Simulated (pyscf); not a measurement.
H₂B–OH + CH₄ -> H₃C–BH–OH + H₂, a four-centre exchange (singlet surface; B–H, C–H broken, B–C, H–H formed). Optimised with ωB97X-D3(BJ)/def2-SVP in PySCF. Energies in kcal/mol from the separated reactants.

Small-basis levels: PySCF, no dispersion term, spherical d functions. 

Quick HF/STO-3G single points give ΔE‡ = 98.5 kcal/mol and ΔE = +8.6 kcal/mol. What does ωB97M-D3(BJ)/def2-TZVP give, and how far is the quick result from it?

ωB97M-D3(BJ)/def2-TZVP gives ΔE‡ = 45.0 kcal/mol and ΔE = +4.2 kcal/mol. HF/STO-3G lies 53.5 kcal/mol over it in the barrier and 4.4 kcal/mol over it in the reaction energy, so on this step it does not hold to within 3.0 kcal/mol. ωB97M-D3(BJ)/def2-TZVP has limits of its own. At the saddle there is also a short B–H contact that neither side keeps. This is the saddle that the search found; another between the same sides may lie lower.
